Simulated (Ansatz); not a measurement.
**Si2F (doublet): the correlation ladder at a displaced geometry (v2), cc-pVDZ**

How much of the correlation energy of Si2F (doublet) does each wave-function method recover here?

The runs use Ansatz 0.2.0, Gaussian basis; cc-pVDZ, core rule «outside noble gas», up to 11 orbitals frozen.

Plan: UHF; CCSD(T) on ROHF; CCSD(T) on UHF; BCCD(T) on ROHF; CISD; CCSDT(Q) on ROHF; CCSDT(Q) on UHF.

29 further runs of the same task are left out: 8 for a known fault of the program, 7 that didn't finish, 14 set aside as unsound or not needed.

**1. The system**

The geometry is a PBE0/def2-TZVP stationary point (not a proven minimum) with its atoms shifted at random (size 0.100 Å).

3 atoms, charge 0, spin multiplicity 2.

Atoms are counted from 1 here; the program's logs count them from 0.

Bond lengths: F1–Si2 1.612 Å, Si2–Si3 2.124 Å. Angles: F1–Si2–Si3 172.0°.

**2. UHF**

The input, in.yaml:

```yaml
crystal:
  periodic: [false, false, false]
  atoms:
    - {symbol: F, position_ang: [0.084376, 0.005225, -1.776602]}
    - {symbol: Si, position_ang: [-0.080498, 0.013599, -0.172809]}
    - {symbol: Si, position_ang: [-0.003878, -0.018825, 1.949411]}
basis:
  gaussian: {orbitals: cc-pVDZ}
magnetization: {spin_polarized: true, initial_magnetization: 1}
hamiltonian: {xc: hf}
output: {orbitals: {seedname: orbitals}}
```

The run is started by

```console
$ ansatz run in.yaml --threads 1 --pin off --events-out ev --progress --plain --max-ram 2393MiB
```

After this run come: CCSD(T) on ROHF; CCSD(T) on UHF; BCCD(T) on ROHF; CISD; CCSDT(Q) on ROHF; CCSDT(Q) on UHF.

**Question.** What will the summary of the whole plan be? Wanted: UCCSDT(Q) below the RHF energy; RMP2 from UCCSDT(Q); UMP2 from UCCSDT(Q); RCCSD from UCCSDT(Q); RCCSD(T) from UCCSDT(Q); UCCSD(T) from UCCSDT(Q); RCCSDT(Q) from UCCSDT(Q); T1 diagnostic.

**Answer**, as computed:

```
                         quantity        value
   UCCSDT(Q) below the RHF energy  -10.5866 eV
              RMP2 from UCCSDT(Q)  +1127.9 meV
              UMP2 from UCCSDT(Q)  +1182.6 meV
             RCCSD from UCCSDT(Q)   +472.0 meV
          RCCSD(T) from UCCSDT(Q)    +86.0 meV
          UCCSD(T) from UCCSDT(Q)    +87.4 meV
         RCCSDT(Q) from UCCSDT(Q)     +4.3 meV
levels within 1 kcal/mol (43 meV)    RCCSDT(Q)
                    T1 diagnostic        0.023
```

RCCSD(T) lands +86.0 meV from the yardstick (0.8 % of the correlation energy). Coupled cluster took another determinant than the lowest Hartree-Fock one. These misses are within one basis, not against nature; the frozen cores of restricted and unrestricted runs differ, which can shift their rows.
